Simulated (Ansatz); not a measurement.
Molecule (SMILES): [SiH3] (SiH3), doublet.
Atoms: Si1, H2, H3, H4. Bonds: Si1-H2, Si1-H3, Si1-H4.

Basis-set convergence of the lowest harmonic wavenumber at PBE with Ansatz (a quantum-chemistry and plane-wave program). Each level at its own minimum, finite differences of forces, unscaled; the reference is a large set that could be run, not a limit. Cartesian d functions, on some or all atoms, in 6-31+G*, 6-311G**, 6-311+G**; all else is spherical. The program fits the integrals of some runs and decomposes those of others, by size. Core-valence sets carry the plain set on hydrogen. Open shells are unrestricted. No added dispersion term, no relativity. Reference: the value in aug-pcseg-2, 707 cm⁻¹, itself unsure by roughly 2 cm⁻¹ (its mean distance from aug-cc-pV(T+d)Z, def2-TZVPPD). Deviations are taken from unrounded values.

| basis | functions | lowest harmonic wavenumber (cm⁻¹) | minus reference (cm⁻¹) |
|---|---|---|---|
| 3-21G | 19 | 651 | -56 |
| pcseg-0 | 19 | 640 | -67 |
| def2-SV(P) | 24 | 716 | 9 |
| 6-31+G* | 29 | 715 | 8 |
| def2-SVP | 33 | 708 | 1 |
| 6-311G** | 45 | 703 | -4 |
| def2-SVPD | 48 | 710 | 3 |
| 6-311+G** | 49 | 704 | -3 |
| aug-pcseg-1 | 54 | 702 | -5 |
| def2-TZVP | 55 | 710 | 3 |
| aug-cc-pV(D+d)Z | 59 | 707 | 0 |
| 6-311++G(2d,2p) | 65 | 706 | -1 |
| def2-TZVPD | 70 | 710 | 3 |
| def2-TZVPP | 84 | 709 | 2 |
| def2-TZVPPD | 99 | 710 | 3 |
| 6-311++G(3df,3pd) | 101 | 707 | 0 |
| cc-pCVTZ | 101 | 710 | 3 |
| aug-cc-pV(T+d)Z | 124 | 707 | 0 |
